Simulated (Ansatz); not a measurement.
2H MoTe2, treated with PBE0 (plane waves, PAW; Ansatz, a first-principles code).

Input:

Ansatz 0.2 input:
```yaml
crystal:
  lattice:
    - [-1.759, -3.046677, 0.0]
    - [-1.759, 3.046677, 0.0]
    - [0.0, 0.0, -13.974]
  atoms:
    - { symbol: Te, position: [0.333333, 0.666667, 0.879] }
    - { symbol: Te, position: [0.666667, 0.333333, 0.379] }
    - { symbol: Te, position: [0.666667, 0.333333, 0.121] }
    - { symbol: Te, position: [0.333333, 0.666667, 0.621] }
    - { symbol: Mo, position: [0.333333, 0.666667, 0.25] }
    - { symbol: Mo, position: [0.666667, 0.333333, 0.75] }
basis:
  ecutwfc: 460
  ecutrho_ratio: 4
  xc_grid: 2
kpoints:
  mp_grid: { grid: [9, 9, 2] }
  band_path: { path: [[0, 0, 0], [0.195312, 0.197917, 0.0]], npoints: 1 }
hamiltonian:
  xc: pbe0
  dispersion: none
  pseudopotentials: { kind: paw }
scf:
  occupations: { method: fermi_dirac, width: 0.01 }
  convergence: { dr2_threshold: 0.0000000006 }
output:
  forces: true
  stress: true
  eigenvalues: true
  write_bands: true
```

Task: How many irreducible k-points, plane waves at Γ does the program set up, and what pressure does the run end with?

Result: 24 irreducible k-points, 3373 plane waves at Γ; P = -0.71 GPa, so the cell is stretched and would shrink at this level.

Output (set-up and result lines):

```
WARN the atoms were moved onto the symmetric positions of the space group found under crystal.symmetry.tolerance 1.0e-5 (fractional …
WARN output.stress: scf.exx.energy_threshold = 1e-6 eV is looser than the 6e-8 eV advised for a stress under a hybrid functional (1e-8 eV for each atom of the …
Crystal: 6 atoms, lattice volume = 149.776 Å³
Basis set: ecut = 460 eV, 3373 PW (Γ), exchange–correlation on 50×50×200 points (8 copies of the dense FFT grid, shifted against one another)
Bands: 56, of which v1, the nominal top of the filled ones, is band 46 counted from 1 (45 counted from 0)
Symmetry: 24 space group operations
Space group: P63/mmc (ITA 194), of the structure as read, at distance tolerance 5.3e-5 Å
k-points: 24 of 162
Functional: x = pbe(κ = 0.804, μ = 0.2195149727645171), c = pbe(β = 0.06672455060314922), warm-up for x = 0.75 pbe(κ = 0.804, μ = 0.2195149727645171) + 0.25 exact, c = pbe(β = 0.06672455060314922)
SCF iter   1: F=—  HF=-37833.390325 eV  |F-HF|=—  |Δ(HF+E_count)|=         —  Δρ=4.39e-3  dr2=1.33e-2
SCF iter   2: F=—  HF=-37833.405892 eV  |F-HF|=—  |Δ(HF+E_count)|=   1.56e-2  Δρ=3.88e-3  dr2=6.20e-2
  ...
Crystal: 6 atoms, lattice volume = 149.776 Å³
Initial density: handed on by an earlier stage of this run
Functional: x = 0.75 pbe(κ = 0.804, μ = 0.2195149727645171) + 0.25 exact, c = pbe(β = 0.06672455060314922)
Crystal: 6 atoms, lattice volume = 149.776 Å³
Crystal: 6 atoms, lattice volume = 149.776 Å³
SCF iter   3: F=—  HF=-37850.919813 eV  |F-HF|=—  |Δ(HF+E_count)|=  7.93e-10  Δρ=7.59e-7  dr2=7.83e-10
SCF iter   4: F=-37850.919813 eV  HF=-37850.919813 eV  |F-HF|=8.73e-11  |Δ(HF+E_count)|=  1.60e-10  Δρ=1.03e-7  dr2=9.02e-11
SCF 4 converged in 4 iterations: F = -37850.919813 eV  dr2 = 9.02e-11
Free energy (F): -37850.919813 eV
Internal energy: -37850.919813 eV  (E = F + TS)
E sigma→0 (E₀):  -37850.919813 eV
Fermi energy:    12.743446 eV
--- Forces (eV/Å), atoms counted from 1 ---
  atom   1  Te     0.00000000     0.00000000     0.35007025
  atom   2  Te    -0.00000000    -0.00000000     0.35007025
  atom   3  Te     0.00000000    -0.00000000    -0.35007025
  atom   4  Te     0.00000000     0.00000000    -0.35007025
  atom   5  Mo    -0.00000000     0.00000000     0.00000000
  atom   6  Mo     0.00000000    -0.00000000     0.00000000
--- Stress (GPa, compression-positive) ---
       -0.737013       0.000000       0.000000
        0.000000      -0.737013       0.000000
        0.000000       0.000000      -0.670479
  P = ⅓ Tr σ = -0.7148 GPa (-7.148 kbar)
```

The PAW data were made under PBE.

Note: cell and atoms aren't relaxed at this level (largest force 0.35 eV/Å, pressure -0.7 GPa).

The result took very roughly 11 core-minutes.
